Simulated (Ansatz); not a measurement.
Two isomers of C3H6O2: A = `O=CCCO`, B = `OCC1CO1`.

Isolated molecules relaxed with PBE0-D4/def2-TZVP in Ansatz; ΔE leaves out vibrations. CBS: MP2 limit from def2 TZ/QZ plus the TZ coupled-cluster correction, frozen cores. Functionals use def2-TZVPP. B3LYP here is the variant with VWN-RPA as its local correlation; programs differ in this. One conformer a species, not always the lowest.

Question: Which is lower in electronic energy at CCSD(T)/CBS, and by how much? (Estimate.)

Answer: The calculation gave: A, by 86.1 kJ/mol.

Question: Give E(B) − E(A) in kJ/mol with PBE-D4, MP2/def2-TZVPP, PBE0-D4, B2PLYP, B3LYP, B3LYP-D4, CCSD(T)/def2-TZVPP. (Estimate.)

Answer: The calculation gave: PBE-D4 78.4, MP2/def2-TZVPP 82.6, PBE0-D4 76.3, B2PLYP 91.6, B3LYP 92.9, B3LYP-D4 93.0, CCSD(T)/def2-TZVPP 87.2. None reverses the order clearly.

Largest T1 diagnostic: 0.013.

In def2-TZVPP, CCSD(T) changes the Hartree–Fock value by −18.3 kJ/mol (the triples alone add −1.0 kJ/mol) and MP2 by −22.9 kJ/mol.
